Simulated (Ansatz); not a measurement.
Results of RPBE (plane waves, PAW; Ansatz, a first-principles code) for fcc Ag.

Settings: plane-wave cutoff 520 eV, 24×24×24 k mesh, Fermi–Dirac smearing 0.05 eV, no spin polarisation, scalar-relativistic PAW data made under PBE.

Energies at three volumes about the minimum:

```json
[
 {"V (Å³/atom)": "18.254", "E − E_lowest (meV/atom)": "2.22"},
 {"V (Å³/atom)": "18.626", "E − E_lowest (meV/atom)": "0.00"},
 {"V (Å³/atom)": "18.999", "E − E_lowest (meV/atom)": "1.29"}
]
```

Q: Fit a parabola by hand: where is the minimum, what lattice constant follows, and what is the bulk modulus?

A: Slopes: (0.00 − 2.22)/(18.626 − 18.254) = -5.968 and (1.29 − 0.00)/(18.999 − 18.626) = 3.458 meV/Å³. Curvature E″ = 2 × (3.458 − (-5.968))/(18.999 − 18.254) = 25.305 meV/Å⁶. From the middle of the first interval, the slope vanishes at V0 = 18.4400 − (-5.968)/25.305 = 18.676 Å³/atom. B = V0 E″ = 18.676 × 25.305 meV/Å³ × 0.1602 GPa per meV/Å³ = 75.7 GPa. With 4 atoms in the cube, a = (4 × 18.676)^(1/3) = 4.212 Å. The full Birch–Murnaghan fit to all volumes gives V0 = 18.667 Å³/atom and B0 = 74.4 GPa.

Measured, for comparison: bulk modulus 110 GPa (corrected for temperature and zero-point phonon effects, sources range from 104 to 111; as tabulated in Levämäki et al. (2014), arXiv:1402.3671); lattice constant a 4.062 Å (static lattice: zero-point anharmonic expansion removed, sources range from 4.056 to 4.063; as tabulated in Mejia-Rodriguez and Trickey (2018), arXiv:1807.09216). Computed less measured: bulk modulus -32 % (-28 % to -33 % over the range).
